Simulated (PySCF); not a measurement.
Molecule: `FC(N)(F)F`, CH$_{2}$F$_{3}$N.

Molfile (atoms numbered from 1):
```
CH2F3N
     RDKit          3D

  7  6  0  0  0  0  0  0  0  0999 V2000
    0.7728   -0.3367   -0.3414 N   0  0  0  0  0  0  0  0  0  0  0  0
   -0.4153    0.2904    0.0270 C   0  0  0  0  0  0  0  0  0  0  0  0
   -1.3507    0.0869   -0.8985 F   0  0  0  0  0  0  0  0  0  0  0  0
   -0.2200    1.5993    0.1701 F   0  0  0  0  0  0  0  0  0  0  0  0
   -0.9412   -0.1409    1.1964 F   0  0  0  0  0  0  0  0  0  0  0  0
    0.6423   -1.3331   -0.4874 H   0  0  0  0  0  0  0  0  0  0  0  0
    1.5120   -0.1660    0.3337 H   0  0  0  0  0  0  0  0  0  0  0  0
  1  2  1  0
  2  3  1  0
  2  4  1  0
  2  5  1  0
  1  6  1  0
  1  7  1  0
M  END
```

Geometry PBE0-D3(BJ)/def2-SVP throughout; GIAO in PySCF 2.14.0 with density-fitted response routines, gas phase, one conformer, non-relativistic; equivalent atoms averaged; functional PBE0.

Task: How do the absolute shieldings σ depend on the basis set? (ppm; last column core-seconds on shared hosts with different chips, so compare them loosely)

Result: 
```csv
basis set,functions,N1,C2,F3/F4/F5,H6/H7,core-s
STO-3G,27,284.2,136.6,395.8,32.12,1.4
6-31G,49,211.9,72.7,257.7,30.95,2.8
pcSseg-0,49,206.6,47.1,256.8,31.16,2.5
6-31G*,74,211.4,73.1,271.2,30.54,3.7
def2-SVP,80,214.1,69.4,272.1,29.71,3.8
cc-pVDZ,80,216.0,73.7,271.1,29.88,3.9
pcSseg-1,95,198.6,55.2,248.5,29.23,7.3
aug-cc-pVDZ,133,209.7,69.9,255.8,29.19,6.9
"6-311+G(2d,p)",147,198.4,58.5,242.0,29.54,7.6
def2-TZVP,167,201.6,54.9,243.4,29.58,9.2
cc-pVTZ,178,202.0,56.7,247.9,29.33,10
IGLO-III,195,195.9,51.0,239.6,29.22,12
pcSseg-2,208,196.8,49.9,241.8,29.02,13
```

Task: Which nucleus moves most, in ppm?

Result: F3/F4/F5 (fluorine of a CF3 group): from 239.6 ppm with IGLO-III to 395.8 ppm with STO-3G. The smallest spread is 3.11 ppm, at H6/H7. Proton shifts span only some 12 ppm, so a few tenths of a ppm matter as much there as several ppm in carbon.

Task: Taking the largest basis, pcSseg-2 (208 functions), as the yardstick, rank the others by their worst heavy-atom deviation.

Result: IGLO-III 2.2 ppm (195 functions), def2-TZVP 5.0 ppm (167 functions), pcSseg-1 6.7 ppm (95 functions), cc-pVTZ 6.8 ppm (178 functions), 6-311+G(2d,p) 8.5 ppm (147 functions), pcSseg-0 15.0 ppm (49 functions), aug-cc-pVDZ 19.9 ppm (133 functions), 6-31G 22.8 ppm (49 functions), cc-pVDZ 29.3 ppm (80 functions), 6-31G* 29.4 ppm (74 functions), def2-SVP 30.3 ppm (80 functions), STO-3G 154.0 ppm (27 functions).

A small basis that lands close on one nucleus may do so by chance; judge by the trend and by all nuclei.
